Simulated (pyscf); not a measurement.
Optimised with ωB97X-D3(BJ)/def2-SVP in PySCF.

### Question
Estimate by transition-state theory (the high-pressure limit) the rate constant of HO–GeH: [singlet] + H₂ → HO–GeH₃ (singlet surface; H–H broken, Ge–H, Ge–H formed) at 900 K, with ωB97M-D3(BJ)/def2-TZVP energies (ideal gas, 1 atm, RRHO with modes under 100 cm⁻¹ raised to 100, one conformer, R ln 2 for chiral ones without a mode under 150 cm⁻¹; no tunnelling).

### Answer
The electronic barrier is 34.3 kcal/mol and the thermal terms add +25.4, so ΔG‡ = 59.7 kcal/mol. With k_BT/h = 1.88e+13 s⁻¹ and RT = 1.788 kcal/mol, and a volume of 1.23e-19 cm³ per molecule at 1 atm, k = 7.2e-21 cm³ molecule⁻¹ s⁻¹. The product is born with the 60 kcal/mol of the reverse barrier and needs collisions to keep. Wigner's tunnelling factor for 1383i cm⁻¹ would be 1.20. A shift of 1 kcal/mol in the barrier changes k by a factor 1.7. The same reactants have a lower exit, to GeH₂ [singlet] + H₂O (barrier +25.4 kcal/mol at ωB97M-D3(BJ)/def2-TZVP, against +34.3 kcal/mol here). One saddle was located; it need not be the lowest between these sides. Elements up to Kr have no core potential and no relativistic terms here.
